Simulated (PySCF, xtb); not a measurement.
H₂O, SMILES O.

The structure is a stationary point at B3LYP-D3(BJ)/def2-TZVPD.

These are C-PCM-PBE0/def2-TZVPD (PySCF) values and carry that method's errors.

The values are the electrostatic part of the solvation free energy, E(continuum) − E(gas) at the gas-phase geometry, in a cavity of scaled van der Waals radii (PySCF's table); cavitation and dispersion terms are not included. In vacuum the orbital gap is 9.17 eV. The dipole moment in vacuum is 1.86 D.

```
solvent           ε  ΔG(elec) (kcal/mol)  dipole (D)  gap (eV)
------------  -----  -------------------  ----------  --------
water         78.36                  ___         ___       ___
diethylether   4.24                 -4.6        2.15      9.49
benzene        2.27                 -3.3        2.07      9.40
```

Q: Some entries are withheld; supply them. (An estimate is asked for; the answer gives what the named calculation found.)

A: 
- water, ΔG(elec) (kcal/mol): -6.1
- water, dipole (D): 2.26
- water, gap (eV): 9.58

For comparison, GFN2-xTB/ALPB(water) (xtb, at the GFN2-xTB geometry, all terms of that model) gives -9.1 kcal/mol.
